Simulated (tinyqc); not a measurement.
Worked calculation: extended Hueckel theory, for CH3. One step of it, computed by the program tinyqc.

Problem. Wolfsberg-Helmholz matrix. H_ij = K' S_ij (H_ii + H_jj)/2 for i != j (the diagonal keeps H_ii), with K' = K + D^2 + D^4 (1 - K), D = (H_ii - H_jj)/(H_ii + H_jj), K = 1.75.

overlap S:
```
           1C 2s     1C 2px     1C 2py     1C 2pz      2H 1s      3H 1s      4H 1s
1C 2s   1.000000   0.000000   0.000000   0.000000   0.508834   0.508468   0.508468
1C 2px  0.000000   1.000000   0.000000   0.000000   0.499900  -0.249694  -0.249694
1C 2py  0.000000   0.000000   1.000000   0.000000   0.000000   0.432834  -0.432834
1C 2pz  0.000000   0.000000   0.000000   1.000000  -0.036382  -0.036345  -0.036345
2H 1s   0.508834   0.499900   0.000000  -0.036382   1.000000   0.135828   0.135828
3H 1s   0.508468  -0.249694   0.432834  -0.036345   0.135828   1.000000   0.135577
4H 1s   0.508468  -0.249694  -0.432834  -0.036345   0.135828   0.135577   1.000000
```

diagonal H_ii (eV): 1C 2s -21.400000, 1C 2px -11.400000, 1C 2py -11.400000, 1C 2pz -11.400000, 2H 1s -13.600000, 3H 1s -13.600000, 4H 1s -13.600000

K = 1.750000

Give: H.

Solution.

H (eV):
```
           1C 2s    1C 2px    1C 2py    1C 2pz     2H 1s     3H 1s     4H 1s
1C 2s   -21.4000    0.0000    0.0000    0.0000  -16.0088  -15.9973  -15.9973
1C 2px    0.0000  -11.4000    0.0000    0.0000  -10.9834    5.4861    5.4861
1C 2py    0.0000    0.0000  -11.4000    0.0000    0.0000   -9.5099    9.5099
1C 2pz    0.0000    0.0000    0.0000  -11.4000    0.7994    0.7985    0.7985
2H 1s   -16.0088  -10.9834    0.0000    0.7994  -13.6000   -3.2327   -3.2327
3H 1s   -15.9973    5.4861   -9.5099    0.7985   -3.2327  -13.6000   -3.2267
4H 1s   -15.9973    5.4861    9.5099    0.7985   -3.2327   -3.2267  -13.6000
```
